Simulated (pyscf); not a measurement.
9 silicon, germanium or tin steps of one kind (four-centre exchange, closed-shell): barrier in kcal/mol, from the separated reactants or the lowest minimum found. Optimised with ωB97X-D3(BJ)/def2-SVP in PySCF. Functionals in def2-TZVP; the last column is ωB97M-D3(BJ)/def2-TZVP. Rows were drawn at random from the steps of this kind and element class whose saddle was verified and whose references are stable.

```
step                                           PBE  PBE0-D3(BJ)  B3LYP-D3(BJ)  ωB97M-D3(BJ)
--------------------------------------------  ----  -----------  ------------  ------------
H₃Si–O–SiH₃ + H₂O → HO–SiH₂–O–SiH₃ + H₂       28.9         31.5          34.5          33.8
HO–SnH₃ + H₂ → SnH₄ + H₂O                     29.0         30.9          33.6          34.1
H₃Si–NH–SiH₃ + SiH₄ → H₃Si–N(SiH₃)–SiH₃ + H₂  41.1         40.7          44.0          44.7
H₃Si–NH–SiH₃ + HCl → H₃Si–NH–SiH₂–Cl + H₂     23.2         25.4          28.1          29.7
Br–SiH₂–Br + H₂O -> HO–SiH(Br)–Br + H₂        27.9         29.7          32.6          32.2
HO–Si(OH)(F)–Cl + HF -> HO–Si(OH)(F)–F + HCl  19.5         23.2          24.8          24.7
H₂N–SiH₂–Cl + HF → H₂N–SiH(F)–Cl + H₂         17.0         20.4          22.2          22.1
AsH₃ + GeH₄ -> H₃Ge–AsH₂ + H₂                 62.8         65.4          68.7          72.6
H₂N–SiH₂–NH₂ + H₂O → H₂N–SiH(NH₂)–OH + H₂     20.8         22.9          25.9          24.7
```

Differences from the last column (kcal/mol): PBE: mean -5.4, median -5.1, mean size 5.4, lower in 9 of 9; PBE0-D3(BJ): mean -3.2, median -2.4, mean size 3.2, lower in 9 of 9; B3LYP-D3(BJ): mean -0.5, median +0.1, mean size 1.0, lower in 4 of 9. PBE is closest for row 3 (3.6 kcal/mol apart) and farthest for row 8 (9.9 kcal/mol). PBE, r²SCAN and M06-2X carry no added dispersion term. The last column is a level with limits of its own. Each barrier is that of the saddle found. Elements up to Kr have no core potential and no relativistic terms here. Elements past Kr carry the def2 core potentials, without spin-orbit coupling.
